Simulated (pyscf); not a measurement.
Optimised with ωB97X-D3(BJ)/def2-SVP in PySCF.

SMILES: [F][Zr]([F])([CH3])[F]
```xyz
8

C     -1.3348     0.4015    -2.2350
Zr    -0.0029     0.4331    -0.4846
F      1.1739     1.9111    -0.7236
F     -1.1203     0.6444     1.0419
F      0.9137    -1.2356    -0.4778
H     -1.9488     1.3186    -2.2882
H     -0.7560     0.3297    -3.1737
H     -2.0225    -0.4627    -2.1977
```
Charge 0, spin multiplicity 1.

What is the homolytic dissociation enthalpy (298 K, ωB97M-D3(BJ)/def2-TZVP) of the C–Zr bond of H₃C–Zr(F)(F)–F, to CH₃• + [F–Zr(F)–F]•?

C–Zr to CH₃• + [F–Zr(F)–F]•: 73.1 kcal/mol. The 7 functionals that were run give +69.2 (r²SCAN) to +77.8 kcal/mol (ωB97X-D3(BJ)). The radicals are drawn with the spin at the cut bond; how far it spreads was not checked. Open-shell species with a d-block atom are single-reference here; other states, and whether the spin sits on metal or ligand, were not checked. Elements past Kr carry the def2 core potentials, without spin-orbit coupling.
